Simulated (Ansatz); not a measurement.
We consider rhombohedral A7 As, described by PBE-D3(BJ) (Ansatz, a quantum-chemistry and plane-wave program, plane waves, PAW).

Run with plane-wave cutoff 500 eV, 12×12×12 k mesh, Fermi–Dirac smearing 0.05 eV, scalar-relativistic PAW data made under PBE.

Computed at the level's own relaxed cell.

Estimate the equilibrium volume per atom, lattice parameter a and lattice parameter c that the calculation returns.


- equilibrium volume per atom = 20.88 Å³/atom
- lattice parameter a = 3.784 Å
- lattice parameter c = 10.103 Å

Measured, for comparison: lattice constant a 3.760 Å, lattice parameter c 10.441 Å (4 K, zero-point motion not removed; as tabulated in Schiferl, Barrett, J. Appl. Cryst. 2, 30 (1969), as in the American …). Computed (rounded) less measured: lattice constant a +0.6 %, lattice parameter c -3.2 %.

Computed values are for the static lattice.
